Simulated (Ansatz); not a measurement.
C2H8N2 can be A, `CNCN`, or B, `CNNC`.

Isolated molecules relaxed with PBE0-D4/def2-TZVP in Ansatz; ΔE leaves out vibrations. CBS: MP2 limit from def2 TZ/QZ plus the TZ coupled-cluster correction, frozen cores. Functionals use def2-TZVPP. B3LYP here is the variant with VWN-RPA as its local correlation; programs differ in this. Each species was taken in one conformer, which may not be the lowest.

Which isomer does CCSD(T)/CBS put lower? Give the gap. (Estimate.)

Ansatz gave: A, by 24.8 kcal/mol.

Give E(B) − E(A) in kcal/mol with r2SCAN-D4, PBE-D4, CCSD/def2-TZVPP, B3LYP, CCSD(T)/def2-SVP, B3LYP-D4, B2PLYP. (Estimate.)

Ansatz gave: r2SCAN-D4 24.0, PBE-D4 22.9, CCSD/def2-TZVPP 25.1, B3LYP 23.5, CCSD(T)/def2-SVP 23.5, B3LYP-D4 23.4, B2PLYP 24.4. None reverses the order clearly.

Does the order hold for the free energy at 298.15 K (harmonic terms from PBE0-D4)? (An estimate is asked.)

Computed: Yes: G(B) − G(A) = +24.9 kcal/mol, for one conformer each.

Largest T1 diagnostic: 0.009.

At CCSD(T), def2-SVP lies −1.3 kcal/mol from the extrapolated value and def2-TZVPP +0.1 kcal/mol. From BLYP to BHLYP (50 % exact exchange), in def2-TZVPP and without D4, E(B) − E(A) moves by +1.4 kcal/mol.
